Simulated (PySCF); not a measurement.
C4H5FS.
Atom-mapped SMILES: `[CH3:1][S:2][C:3]1=[C:4]([F:5])[CH2:6]1`

Level of theory: delta-SCF UKS SCAN, pcX-2 on the ionised atom, pcseg-1 elsewhere, spin-free X2C in PySCF 2.14.0. These are vertical core ionisation energies against the vacuum level, from separate self-consistent calculations with and without the core hole.

Some binding energies are withheld.

```tsv
atom(s)	bonded to	level	binding energy (eV)
C1	S and 3 H	C 1s	?
C3	S, C (double bond) and C	C 1s	291.22
C4	F, C (double bond) and C	C 1s	292.37
C6	2 C and 2 H	C 1s	?
F5	C	F 1s	693.30
S2	2 C	S 1s	?
```

Problem. Fill in C 1s for C6.

Solution. 291.29 eV (allylic carbon). The nearest listed C 1s value is that of C3; the shift against it is +0.07 eV.

Problem. Fill in C 1s for C1.

Solution. 291.52 eV (S-methyl carbon). The nearest listed C 1s value is that of C3; the shift against it is +0.30 eV.

Problem. What is the S 1s binding energy of S2?

Solution. 2477.67 eV (sulfide sulfur).

Lowest listed C 1s: C3, bonded to S, C (double bond) and C. Highest, 1.15 eV above it: C4, bonded to F, C (double bond) and C. Summing the Pauling electronegativity differences to the bonded atoms, each weighted by its formal bond order, gives +0.03 for the lowest site and +1.43 for the highest; no listed site has a larger sum than the highest. The smallest sum, -1.02, belongs to C1, 0.30 eV above the lowest.

Problem. Which photon energy gives electrons from C 1s of C1 a kinetic energy of 20 eV, and what is their de Broglie wavelength?

Solution. hν = 291.52 + 20 = 311.52 eV, recoil neglected; λ = 12.264 Å/√(E/eV) = 2.74 Å.

Not every level is listed. The structure is a single GFN2-xTB conformer in the gas phase; no vibrational or solvent corrections.

Shape of the structure used: `[CH3:1][S:2][C:3]1=[C:4]([F:5])[CH2:6]1`: C1–S2–C3–C4 0°.
